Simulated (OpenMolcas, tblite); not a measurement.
# How methods differ on C2H6Al (SMILES [CH3][Al][CH3])

C2H6Al: 9 atoms, total charge 0, spin state doublet. As SMILES, `[CH3][Al][CH3]`. Geometry: relaxed at PBE0-D4/def2-TZVP.

Quantity: the vertical energy of the quartet above the doublet, in eV. The values are calculated.

```
             level            kind     program  value (eV)  CPU time (all runs)
          GFN2-xTB  semi-empirical      tblite        4.66            under 2 s
         IPEA1-xTB  semi-empirical      tblite        5.55            under 2 s
     UHF/def2-SVPD    Hartree–Fock  OpenMolcas        4.53                 52 s
  USVWN5/def2-SVPD             LDA  OpenMolcas        4.65              1.9 min
    UPBE/def2-SVPD             GGA  OpenMolcas        4.49              2.9 min
U-r2SCAN/def2-SVPD        meta-GGA  OpenMolcas        4.48              3.7 min
  UBHLYP/def2-SVPD   global hybrid  OpenMolcas        4.90              2.7 min
```

The values span 4.48 to 5.55 eV. CPU times are rough (shared hosts, several kinds of processor and program).
